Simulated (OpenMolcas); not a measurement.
# A workflow on BNH3 (SMILES B[NH])

Wanted: the energy (UHF/STO-3G), then a single-point energy (CASSCF(3,3)/STO-3G), then the energy (CASPT2(3,3)/STO-3G), then a single-point energy (SC-NEVPT2(3,3)/STO-3G), then the energy (MRCI(3,3)/STO-3G) of BNH3. 

The results are computed with OpenMolcas 26.06.

3 further runs of the same task are left out: 1 that didn't finish, 2 set aside as unsound or not needed.

### Step 1. The system as given

BNH3: 5 atoms, total charge 0, spin state doublet. As SMILES, `B[NH]`. The B1–N2 distance was set to 3.322 Å, away from the relaxed value. At this shape a bond of the SMILES string is far longer than usual.

Bond lengths: B1–H3 1.210 Å, B1–H4 1.204 Å, N2–H5 0.999 Å. Angles: H3–B1–H4 119.9°.

### Step 2. A single-point energy at UHF/STO-3G (run 1)

Input file geom.xyz:

```xyz
5

B     -1.573819    -1.908073    -0.199302
N      0.531200     0.655200    -0.019800
H     -1.677819    -2.645373     0.754798
H     -2.227119    -2.111073    -1.189602
H      1.208400     1.321700     0.289300
```

Input file step1.inp:

```
&gateway
 baslib=$CurrDir
 coord=geom.xyz
 basis=STO-3G
 group=NoSym

&seward

&scf
 uhf
 spin=2
 scramble=0.25
 prorbitals=1 1
```

The basis set STO-3G is read from a file made from the Basis Set Exchange's data (not shown).

Command:

```sh
$ export MOLCAS_MEM=1860
$ pymolcas step1.inp > step1.log
```

The program printed:

```text
--- Start Module: gateway ---
[...]
--- Stop Module: gateway /rc=_RC_ALL_IS_WELL_ ---
--- Start Module: seward ---
[...]
      Basis functions           13
--- Stop Module: seward /rc=_RC_ALL_IS_WELL_ ---
--- Start Module: scf ---
[...]
       Convergence after  16 Iterations
[...]
::    Total SCF energy                                -79.6643647854
[...]
      Total spin, S                                     0.9182121113
[...]
      Total electronic charge=   15.000000
      Total            charge=   -0.000000
[...]
      Dipole Moment (debye):
      Origin of the operator (angstrom)=   -0.4496   -0.5455   -0.0934
                   X=  1.1132E+00               Y=  1.1471E+00               Z=  4.2565E-01           Total=  1.6542E+00
      Quadrupole Moment (debye*angstrom):
[...]
--- Stop Module: scf /rc=_RC_ALL_IS_WELL_ ---
[...]
```

It took 1.8 s on 1 thread of Arm Neoverse V1, shared host; peak memory 0.37 GiB.

### Step 3. A single-point energy at CASSCF(3,3)/STO-3G (run 2)

geom.xyz is that of step 2.

Input file step2.input:

```
&GATEWAY
 BasLib = $CurrDir
 Coord = geom.xyz
 Basis = STO-3G
 Group = NoSym

&SEWARD

&RASSCF
 FileOrb = $CurrDir/step1.UnaOrb
 Spin = 2
 Nactel = 3 0 0
 Inactive = 6
 Ras2 = 3
 OrbListing = Nothing
 OrbAppear = Compact
```

The basis set STO-3G is read from a file made from the Basis Set Exchange's data (not shown).

Command:

```sh
$ export MOLCAS_MEM=1860
$ pymolcas step2.input > step2.log
```

The program printed:

```text
--- Start Module: gateway ---
[...]
--- Stop Module: gateway /rc=_RC_ALL_IS_WELL_ ---
--- Start Module: seward ---
[...]
      Basis functions           13
--- Stop Module: seward /rc=_RC_ALL_IS_WELL_ ---
--- Start Module: rasscf ---
[...]
      Number of active orbitals                  3
[...]
      Spin quantum number                      0.5
[...]
      Active orbitals                            3
[...]
      Number of CSFs                             8
[...]
      Number of root(s) required                 1
[...]
      Convergence after  7 iterations
[...]
      printout of CI-coefficients larger than  0.05 for root  1
      energy=     -79.659694
      conf/sym  111     Coeff  Weight
             1  2u0  -0.62545 0.39119
             4  udu   0.43208 0.18669
             6  uud   0.24946 0.06223
             8  0u2  -0.59991 0.35989
      Natural orbitals and occupation numbers for root  1
      sym 1:   1.031300   1.000000   0.968700
      ************************************************************************************************************************
      *                                                    Final results                                                     *
[...]
::    RASSCF root number  1 Total energy:    -79.65969353
[...]
      Total electronic charge=   15.000000
      Total            charge=   -0.000000
[...]
      Dipole Moment (debye):
      Origin of the operator (angstrom)=   -0.4496   -0.5455   -0.0934
                   X=  1.0979E+00               Y=  1.1296E+00               Z=  4.2310E-01           Total=  1.6310E+00
      Quadrupole Moment (debye*angstrom):
[...]
--- Stop Module: rasscf /rc=_RC_ALL_IS_WELL_ ---
[...]
```

Run time: 1.7 s. Hardware: 1 thread of Arm Neoverse V1, shared host; peak memory 0.37 GiB.

### Step 4. The energy at CASPT2(3,3)/STO-3G (run 3)

geom.xyz is that of step 3.

Input file step3.input:

```
* BH3N CASPT2

&GATEWAY
 BasLib=$CurrDir
 Coord=geom.xyz
 Basis=STO-3G
 Group=NoSym

&SEWARD

&RASSCF
 FileOrb=$CurrDir/step2.RasOrb
 Spin=2
 Nactel=3 0 0
 Inactive=6
 Ras2=3
 OrbListing=Nothing
 OrbAppear=Compact

&CASPT2
 Imaginary=0.1
 Frozen=2
```

The basis set STO-3G is read from a file made from the Basis Set Exchange's data (not shown).

Command:

```sh
$ export MOLCAS_MEM=1860
$ pymolcas step3.input > step3.log
```

The program printed:

```text
--- Start Module: gateway ---
[...]
--- Stop Module: gateway /rc=_RC_ALL_IS_WELL_ ---
[...]
      Basis functions           13
[...]
--- Start Module: rasscf ---
[...]
      Number of active orbitals                  3
[...]
      Spin quantum number                      0.5
[...]
      Active orbitals                            3
[...]
      Number of CSFs                             8
[...]
      Number of root(s) required                 1
[...]
      Convergence after  4 iterations
[...]
      printout of CI-coefficients larger than  0.05 for root  1
      energy=     -79.659694
      conf/sym  111     Coeff  Weight
             1  2u0  -0.62545 0.39119
             4  udu   0.43208 0.18669
             6  uud   0.24946 0.06223
             8  0u2  -0.59991 0.35989
      Natural orbitals and occupation numbers for root  1
      sym 1:   1.031303   1.000000   0.968697
      ************************************************************************************************************************
      *                                                    Final results                                                     *
[...]
::    RASSCF root number  1 Total energy:    -79.65969353
[...]
      Total electronic charge=   15.000000
      Total            charge=   -0.000000
[...]
      Dipole Moment (debye):
      Origin of the operator (angstrom)=   -0.4496   -0.5455   -0.0934
                   X=  1.0979E+00               Y=  1.1296E+00               Z=  4.2318E-01           Total=  1.6311E+00
      Quadrupole Moment (debye*angstrom):
[...]
--- Stop Module: rasscf /rc=_RC_ALL_IS_WELL_ ---
--- Start Module: caspt2 ---
[...]
      E2 (Variational):          -0.0414785752
      Total energy:             -79.7011721056
[...]
      Reference weight:           0.98226
[...]
::    CASPT2 Root  1     Total energy:    -79.70117211
[...]
```

It took 1.8 s on 1 thread of Arm Neoverse V1, shared host; peak memory 0.37 GiB.

### Step 5. A single-point energy at SC-NEVPT2(3,3)/STO-3G (run 4)

geom.xyz is that of step 4.

Input file step4.inp:

```
>>> EXPORT MOLCAS_PRINT=2

&GATEWAY
 BasLib
 $CurrDir
 Coord
 geom.xyz
 Basis
 STO-3G
 Group
 NoSym

&SEWARD

&RASSCF
 FileOrb
 $CurrDir/step2.RasOrb
 Spin
 2
 Nactel
 3 0 0
 Inactive
 6
 Ras2
 3
 OrbListing
 Nothing
 OrbAppear
 Compact

&CASPT2
 SC-NEVPT2
 Frozen
 2
```

The basis set STO-3G is read from a file made from the Basis Set Exchange's data (not shown).

Command:

```sh
$ export MOLCAS_MEM=1860
$ pymolcas step4.inp > step4.log
```

The program printed:

```text
--- Start Module: gateway ---
[...]
--- Stop Module: gateway /rc=_RC_ALL_IS_WELL_ ---
[...]
      Basis functions           13
[...]
--- Start Module: rasscf ---
[...]
      Number of active orbitals                  3
[...]
      Spin quantum number                      0.5
[...]
      Active orbitals                            3
[...]
      Number of CSFs                             8
[...]
      Number of root(s) required                 1
[...]
      Convergence after  4 iterations
[...]
      printout of CI-coefficients larger than  0.05 for root  1
      energy=     -79.659694
      conf/sym  111     Coeff  Weight
             1  2u0  -0.62545 0.39119
             4  udu   0.43208 0.18669
             6  uud   0.24946 0.06223
             8  0u2  -0.59991 0.35989
      Natural orbitals and occupation numbers for root  1
      sym 1:   1.031303   1.000000   0.968697
      ************************************************************************************************************************
      *                                                    Final results                                                     *
[...]
::    RASSCF root number  1 Total energy:    -79.65969353
[...]
      Total electronic charge=   15.000000
      Total            charge=   -0.000000
[...]
      Dipole Moment (debye):
      Origin of the operator (angstrom)=   -0.4496   -0.5455   -0.0934
                   X=  1.0979E+00               Y=  1.1296E+00               Z=  4.2318E-01           Total=  1.6311E+00
      Quadrupole Moment (debye*angstrom):
[...]
--- Stop Module: rasscf /rc=_RC_ALL_IS_WELL_ ---
[...]
      E2 (Variational):          -0.0416947745
[...]
      E2 (Variational):          -0.0416937612
      Total energy:             -79.7013872916
[...]
      Reference weight:           0.98194
[...]
::    SC-NEVPT2 Root  1     Total energy:    -79.70138729
[...]
```

It took 1.8 s on 1 thread of Arm Neoverse V1, shared host; peak memory 0.37 GiB.

### Step 6. A single-point energy at MRCI(3,3)/STO-3G (run 5)

geom.xyz is that of step 5.

Input file step5.inp:

```
* BH3N MRCI
&GATEWAY
BasLib=$CurrDir
Coord=geom.xyz
Basis=STO-3G
Group=NoSym
&SEWARD
&RASSCF
FileOrb=$CurrDir/step2.RasOrb
Spin=2
Nactel=3 0 0
Inactive=6
Ras2=3
OrbListing=Nothing
OrbAppear=Compact
&MOTRA
LumOrb
Frozen=2
&GUGA
Electrons=11
Spin=2
Inactive=4
Active=3
CIAll=1
&MRCI
SDCI
```

The basis set STO-3G is read from a file made from the Basis Set Exchange's data (not shown).

Command:

```sh
$ export MOLCAS_MEM=1860
$ pymolcas step5.inp > step5.log
```

The program printed:

```text
--- Start Module: gateway ---
[...]
      Basis functions           13
[...]
      Number of active orbitals                  3
[...]
      Spin quantum number                      0.5
[...]
      Active orbitals                            3
[...]
      Number of CSFs                             8
[...]
      Number of root(s) required                 1
[...]
      Convergence after  4 iterations
[...]
      printout of CI-coefficients larger than  0.05 for root  1
      energy=     -79.659694
      conf/sym  111     Coeff  Weight
             1  2u0  -0.62545 0.39119
             4  udu   0.43208 0.18669
             6  uud   0.24946 0.06223
             8  0u2  -0.59991 0.35989
      Natural orbitals and occupation numbers for root  1
      sym 1:   1.031303   1.000000   0.968697
      ************************************************************************************************************************
      *                                                    Final results                                                     *
[...]
::    RASSCF root number  1 Total energy:    -79.65969353
[...]
      Dipole Moment (debye):
      Origin of the operator (angstrom)=   -0.4496   -0.5455   -0.0934
                   X=  1.0979E+00               Y=  1.1296E+00               Z=  4.2318E-01           Total=  1.6311E+00
      Quadrupole Moment (debye*angstrom):
[...]
--- Start Module: guga ---
[...]
       (But an ACPF correction will be computed)
       USE THE DEFAULT ACPF G-VALUE GFAC=  0.18181818181818182
[...]
                      CI ENERGY:   -79.72180423
[...]
                ACPF CORRECTION:    -0.00213895
[...]
      Total electronic charge=   15.000000
      Total            charge=    0.000000
[...]
     ACPF CORRECTION:     -0.00213895
[...]
  CI State   1     Total energy:    -79.72180423     QDav:     -0.00263444     QACPF:     -0.00213895
[...]
```

Run time: 1.9 s. Hardware: 1 thread of Arm Neoverse V1, shared host; peak memory 0.37 GiB.

### Step 7. Outcome

| quantity | value |
| --- | --- |
| run 1, UHF/STO-3G: total energy | -79.66436 Eh |
| run 1, UHF/STO-3G: dipole moment | 1.65 D |
| run 1, UHF/STO-3G: HOMO energy (highest over α and β) | -7.94 eV |
| run 1, UHF/STO-3G: LUMO energy (lowest over α and β) | 6.78 eV |
| run 1, UHF/STO-3G: ⟨S²⟩ | 1.761 |
| run 2, CASSCF(3,3)/STO-3G: total energy | -79.65969 Eh |
| run 2, CASSCF(3,3)/STO-3G: dipole moment (CASSCF density) | 1.63 D |
| run 3, CASPT2(3,3)/STO-3G: total energy | -79.70117 Eh |
| run 3, CASPT2(3,3)/STO-3G: dipole moment (CASSCF density) | 1.63 D |
| run 4, SC-NEVPT2(3,3)/STO-3G: total energy | -79.70139 Eh |
| run 4, SC-NEVPT2(3,3)/STO-3G: dipole moment (CASSCF density) | 1.63 D |
| run 5, MRCI(3,3)/STO-3G: total energy | -79.72180 Eh |
| run 5, MRCI(3,3)/STO-3G: dipole moment (CASSCF density) | 1.63 D |

What this shows: ⟨S²⟩ (run 1, UHF/STO-3G) is 1.76 where a pure doublet has 0.75: the reference is spin-contaminated. Mulliken charges (run 3, CASPT2(3,3)/STO-3G) of the CASSCF density run from -0.13 on N2 to +0.17 on B1; they depend strongly on the basis. Mulliken charges (run 4, SC-NEVPT2(3,3)/STO-3G) of the CASSCF density run from -0.13 on N2 to +0.17 on B1; they depend strongly on the basis. Mulliken charges (run 5, MRCI(3,3)/STO-3G) of the CASSCF density run from -0.13 on N2 to +0.17 on B1; they depend strongly on the basis.
